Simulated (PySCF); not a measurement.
Molecule: SMILES C[C@H]([S-])C(N)=O, [C3H6NOS]-.

Structure with atom numbers: `[CH3:1][C@H:2]([S-:3])[C:4]([NH2:5])=[O:6]`. Each H is labelled by its parent atom. Ha(N5) is cis to the C=O or C=S heteroatom; Hb(N5) is trans to the C=O or C=S heteroatom.

Geometry PBE0-D3(BJ)/def2-SVP throughout; GIAO in PySCF 2.14, gas phase, one conformer, non-relativistic; equivalent atoms averaged; functional PBE0.

For orientation, pcSseg-1 gives these shifts δ (against TMS, CS2, NH3, H2O at the same level): C4 184.8, C2 48.8, C1 31.7, S3 -101.7, N5 131.8, O6 355.6, Ha(N5) 3.49, H(C1) 1.13, H(C2) 2.93 ppm.

A run gave: C4 186.6, C2 50.8, C1 30.9, S3 -84.5, N5 128.8, O6 339.8, Ha(N5) 3.65, H(C1) 1.24, H(C2) 3.26 ppm (shifts δ (against TMS, CS2, NH3, H2O at the same level)).

Which basis set was used in that run?
A. def2-TZVP
B. 6-311+G(2d,p)
C. 6-31G
D. STO-3G

## Answers

A. S3 tells them apart best: def2-TZVP gives -84.5, 6-31G gives -109.4, STO-3G gives -54.1, 6-311+G(2d,p) gives -60.6 ppm.
